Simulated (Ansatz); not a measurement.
**SiH₄+ (doublet): from Hartree-Fock to the top rungs, def2-TZVPP**

One table from this session's results is given with a row withheld; the runs are named, their logs left out.

Program: Ansatz 0.2.0, Gaussian basis. Level of theory: def2-TZVPP, core rule «outside noble gas», up to 5 orbitals frozen. These are calculated values, not measurements.

The runs, in order: UHF; ROHF; CCSD(T) on UHF.

2 further runs of the same task are left out: 2 set aside as unsound or not needed.

### The system

The geometry is a PBE0/def2-TZVP stationary point (not a proven minimum) of the parent state, kept for this charge and spin.

5 atoms, charge 1, spin multiplicity 2.

Atoms are counted from 1 here; the program's logs count them from 0.

Bond lengths: Si1–H2 1.529 Å, Si1–H3 1.529 Å, Si1–H4 1.529 Å, Si1–H5 1.529 Å. Angles: H2–Si1–H3 90.0°, H2–Si1–H4 90.0°, H2–Si1–H5 180.0°, H3–Si1–H4 180.0°, H3–Si1–H5 90.0°, H4–Si1–H5 90.0°.

Geometry (Å):

```
Si    0.0000    0.0000    0.0000
H    -0.0115    1.0851    1.0776
H    -0.0165   -1.0776    1.0850
H     0.0165    1.0776   -1.0850
H     0.0115   -1.0851   -1.0776
```

The first run:

File in.yaml:

```yaml
crystal:
  periodic: [false, false, false]
  atoms:
    - {symbol: Si, position_ang: [0.000000, 0.000000, 0.000000]}
    - {symbol: H, position_ang: [-0.011525, 1.085107, 1.077576]}
    - {symbol: H, position_ang: [-0.016497, -1.077632, 1.084987]}
    - {symbol: H, position_ang: [0.016497, 1.077632, -1.084987]}
    - {symbol: H, position_ang: [0.011525, -1.085107, -1.077576]}
basis:
  gaussian: {orbitals: def2-TZVPP}
total_charge: 1
magnetization: {spin_polarized: true, initial_magnetization: 1}
hamiltonian: {xc: hf}
output: {orbitals: {seedname: orbitals}}
```

Run with:

```bash
$ ansatz run in.yaml --threads 1 --pin off --events-out ev --progress --plain --max-ram 4096MiB --backend cpu
```

Steps of the session up to this table: UHF; ROHF; CCSD(T) on UHF.

One table of the session follows, with a row left open; its other results are not shown here.

It belongs to the step «Misses and costs». 

```
  method  from UCCSD(T) (kcal/mol)
    ROHF                   +105.07
     UHF                    +97.56
    UMP2                    +21.75
   UCCSD                         ?
UCCSD(T)                         0
```

Q: Estimate the row for UCCSD from the others.

As computed: from UCCSD(T) (kcal/mol): +2.48. In the column «from UCCSD(T) (kcal/mol)» it lies between UCCSD(T) (0) and UMP2 (+21.75).
